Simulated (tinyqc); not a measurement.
Inside a calculation. Method: UHF in the sto-3g basis, for H2O, spin multiplicity 3. This run ends on a higher stationary point, not on the lowest solution. Computed by tinyqc, a small Python program that keeps every step (integrals from PySCF). Settings: charge = 0, multiplicity = 3, basis = sto-3g, energy threshold = 1e-08, iteration cap = 62, orthogonalisation = symmetric, start = highest core orbitals, DIIS depth = 0, damping = 0.5, shift = 0.5, method = UHF. Command: `OMP_NUM_THREADS=1 python tinyqc.py 28557 28558 out.jsonl` (the two numbers bound the seeds that draw the settings). One thread of a shared host (Intel(R) Xeon(R) Processor @ 2.60GHz), about 0.1 s of CPU time with the checks.

Geometry (angstrom):
```
atom        x         y        z
O     0.00000   0.00000  0.00000
H     0.00000   1.00000  0.84300
H     0.00000  -1.00000  0.84300
```

Stop when the energy changes by less than 1e-08 hartree and every element of the error matrix X^T (F D S - S D F) X (for each spin) is below 3e-05.

Course of the cycle:
```
iteration  E (hartree)     change  largest element of the error matrix
1          -29.1314504          -                             2.49e-01
2          -52.8035832  -2.37e+01                             1.68e-01
3          -63.7880212  -1.10e+01                             1.09e-01
4          -69.1101211  -5.32e+00                             1.20e-01
5          -71.7645856  -2.65e+00                             1.34e-01
6          -73.1139987  -1.35e+00                             1.31e-01
7          -73.8077307  -6.94e-01                             1.17e-01
8          -74.1665744  -3.59e-01                             9.98e-02
9          -74.3528956  -1.86e-01                             8.23e-02
10         -74.4499707  -9.71e-02                             6.67e-02
11         -74.5007732  -5.08e-02                             5.38e-02
12         -74.5275360  -2.68e-02                             4.34e-02
13         -74.5417763  -1.42e-02                             3.52e-02
14         -74.5494676  -7.69e-03                             2.89e-02
...                ...        ...                                  ...
49         -74.5610371  -1.62e-06                             6.65e-04
50         -74.5610384  -1.35e-06                             6.07e-04
51         -74.5610396  -1.13e-06                             5.54e-04
52         -74.5610405  -9.40e-07                             5.06e-04
53         -74.5610413  -7.83e-07                             4.62e-04
54         -74.5610419  -6.53e-07                             4.22e-04
55         -74.5610425  -5.44e-07                             3.85e-04
56         -74.5610429  -4.53e-07                             3.51e-04
57         -74.5610433  -3.77e-07                             3.20e-04
58         -74.5610436  -3.14e-07                             2.92e-04
59         -74.5610439  -2.62e-07                             2.67e-04
60         -74.5610441  -2.18e-07                             2.43e-04
61         -74.5610443  -1.81e-07                             2.22e-04
62         -74.5610444  -1.51e-07                             2.03e-04
```

Can the last value be used, and what does the course show?

Not by the stop rule, although the second column moves by less than 1e-06 over the last three steps. Not converged within the cap of 62 iterations: the residual falls steadily but slowly, by a factor of about 0.91 a step. Reruns (cap 100 unless said): DIIS 8: converged in 16 to a higher stationary point; level shift 0.5: converged in 39 to a higher stationary point; atomic densities as start, DIIS 8: converged in 12; the original settings with a cap of 400: converged in 83 to a higher stationary point. PySCF UHF in the same basis, after a stability check = -74.7142031 hartree.
